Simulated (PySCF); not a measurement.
## The electron affinity along the second row

Calculated with PySCF 2.14 from differences of total energies of unrestricted determinants, without spin-orbit coupling. Values in eV. The last column holds reference values (measured affinities from photodetachment; the arrow runs from anion to atom). Unmarked ones compare directly (S terms, centres of terms, or small fine structure); those marked * lie between the lowest fine-structure levels and include a spin-orbit shift.

```csv
element,configurations,SCS-MP2 (valence and next inner shell),CCSD (valence and next inner shell),SCS-MP2 (valence),LDA,PBE,r2SCAN,reference
"Li (dyall-acv3z, non-relativistic)",[He] 2s2 → [He] 2s1,0.425,0.606,0.423,0.590,0.511,0.448,0.618
"B (dyall-acv3z, non-relativistic)",[He] 2s2 2p2 → [He] 2s2 2p1,0.057,0.172,0.060,0.765,0.647,0.604,0.280
"C (dyall-acv3z, non-relativistic)",[He] 2s2 2p3 → [He] 2s2 2p2,0.972,1.152,0.973,1.822,1.608,1.502,1.262
"O (dyall-acv3z, non-relativistic)",[He] 2s2 2p5 → [He] 2s2 2p4,1.386,1.184,1.386,2.073,1.793,1.521,1.461
"F (dyall-acv3z, non-relativistic)",[Ne] → [He] 2s2 2p5,3.453,3.144,3.451,4.132,3.666,3.312,3.401
```

| method | elements | mean error (eV) | mean absolute error (eV) | largest error (eV) |
| --- | --- | --- | --- | --- |
| SCS-MP2 (valence and next inner shell) | 5 | -0.146 | 0.166 | -0.290 |
| CCSD (valence and next inner shell) | 5 | -0.153 | 0.153 | -0.277 |
| SCS-MP2 (valence) | 5 | -0.146 | 0.166 | -0.289 |
| LDA | 5 | 0.472 | 0.483 | 0.731 |
| PBE | 5 | 0.241 | 0.283 | 0.367 |
| r2SCAN | 5 | 0.073 | 0.177 | 0.324 |

The highest occupied level of the anion is positive for Li⁻ at LDA, PBE, r2SCAN; B⁻ at LDA, PBE, r2SCAN; C⁻ at LDA, PBE, r2SCAN; O⁻ at LDA, PBE, r2SCAN; F⁻ at LDA, PBE, r2SCAN, so there the basis helps to hold the electron.

Errors include the incompleteness of the basis and the frozen core.

"Valence" correlates the outer s and p shells and, in groups 3 to 12 and the f block, the outer d or f shell, open or full, or the next shell where the ion has no valence electron left; the wider scheme adds the next inner shell.
